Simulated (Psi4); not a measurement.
Reaction (SMILES): SC (CH3-SH) + [H][H] (H2) → C (CH4) + S (H2S)
B3LYP-D3(BJ)/def2-TZVP geometries, fixed; electronic energies without zero-point terms.

Basis-set convergence of the energy of full hydrogenation at HF with Psi4. Cartesian d functions, on some or all atoms, in 6-31+G*; all else is spherical. Density fitting with the program's default auxiliary sets. Psi4's default fitting sets serve the pcseg sets less well. No added dispersion term, no relativity. Functions are those of the species that has most. Reference: the value in def2-QZVPPD, -23.04 kcal/mol, itself unsure by roughly 0.01 kcal/mol (its mean distance from def2-QZVPP, cc-pV(Q+d)Z). Deviations are taken from unrounded values.

```json
[
 {"basis": "pcseg-0", "functions": "30"},
 {"basis": "6-31+G*", "functions": "50"},
 {"basis": "pcseg-1", "functions": "52"},
 {"basis": "6-311+G**", "functions": "76"},
 {"basis": "def2-SVPD", "functions": "79"},
 {"basis": "6-311++G(2d,2p)", "functions": "102"},
 {"basis": "def2-TZVPD", "functions": "119"},
 {"basis": "pcseg-2", "functions": "120"},
 {"basis": "def2-TZVPPD", "functions": "156"},
 {"basis": "6-311++G(3df,3pd)", "functions": "158"},
 {"basis": "pcseg-3", "functions": "256"},
 {"basis": "def2-QZVPPD", "functions": "274"}
]
```

**Question.** Which is the smallest set listed that can be trusted to 2 kcal/mol here, that is, within that of the reference together with its larger relatives (same family, alike in diffuse functions; a set with none to test it counts only in the reference's own line)?

**Answer.** The smallest set listed that lies within 2 kcal/mol of the reference with all its larger relatives (same family, alike in diffuse functions; a set with none counts only in the reference's own line) is 6-31+G* (50 functions, 0.66 kcal/mol off). Value minus reference: pcseg-0 -2.30, 6-31+G* 0.66, pcseg-1 -1.68, 6-311+G** -0.52, def2-SVPD -2.27, 6-311++G(2d,2p) -0.68, def2-TZVPD 0.14, pcseg-2 -0.15, def2-TZVPPD -0.09, 6-311++G(3df,3pd) -0.14, pcseg-3 0.00, def2-QZVPPD 0.00 kcal/mol.
